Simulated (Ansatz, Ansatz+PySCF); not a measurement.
```xyz
2

Al    0.0000    0.0000   -0.1096
H     0.0000    0.0000    1.4247
```

RHF on singlet AlH was run in several spherical basis sets with Ansatz (development build ahead of 0.2.0).

**Question.** Rank the basis sets by the total energy that they give, lowest first, with the distance from the lowest.
A. 6-31G(d)
B. def2-SVP
C. cc-pVDZ
D. cc-pVTZ
E. def2-TZVP

**Answer.** D (0.00 eV), E (0.10 eV), C (0.22 eV), A (0.67 eV), B (2.41 eV).

Totals follow the description of the cores as much as that of the bonds, so this order isn't one of quality for chemistry.
